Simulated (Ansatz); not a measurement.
# Silver, fcc: convergence with Fermi-Dirac smearing

Computed with Ansatz, PBE, scalar-relativistic PAW, on the relaxed cell (a = 4.147 Å; spin not included). Errors count from a run at 420 eV on a Γ-centred 21×21×21 mesh with Fermi-Dirac smearing of 0.1 eV, extrapolated to zero width. Fixed here: cutoff 420 eV, mesh 13×13×13. The SCF starts from atomic densities corrected by a trained network.

```
width (eV)  E(σ→0) error (meV/atom)  F error (meV/atom)  P (GPa)  SCF iterations
      0.03                      0.4                -0.3    -0.15               6
       0.1                     -0.6                -5.9     0.00               6
       0.2                     -2.1               -20.2     0.11               6
       0.3                     -2.8               -42.4     0.24               6
       0.6                     16.0              -168.3     1.02               6
       1.0                    134.7              -563.4     4.26               6
```

Q: What does the run at 0.01 give (width)?

A: E(σ→0) error (meV/atom): 0.5; F error (meV/atom): 0.4; P (GPa): -0.17; SCF iterations: 6.
